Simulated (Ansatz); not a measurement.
## Rubidium, bcc: convergence with cold smearing

Computed with Ansatz, r²SCAN, scalar-relativistic PAW, on the relaxed cell (a = 5.735 Å; spin not included). Errors count from a run at 500 eV on a Γ-centred 13×13×13 mesh with Fermi-Dirac smearing of 0.1 eV, extrapolated to zero width. Fixed here: cutoff 500 eV, mesh 8×8×8. The SCF starts from atomic densities corrected by a trained network.

| width (eV) | E(σ→0) error (meV/atom) | F error (meV/atom) | P (GPa) | SCF iterations |
| --- | --- | --- | --- | --- |
| 0.03 | 7.0 | 6.8 | 0.02 | 7 |
| 0.1 | 6.5 | 5.7 | 0.02 | 7 |
| 0.2 | 5.0 | 3.2 | 0.02 | 7 |
| 0.3 | 3.1 | 0.6 | 0.02 | 7 |
| 0.6 | 0.0 | -9.4 | 0.01 | 7 |
| 1.0 | 0.4 | -43.5 | 0.05 | 6 |

Task: What does the run at 0.01 give (width)?

Result: E(σ→0) error (meV/atom): 7.4; F error (meV/atom): 7.3; P (GPa): 0.02; SCF iterations: 7.
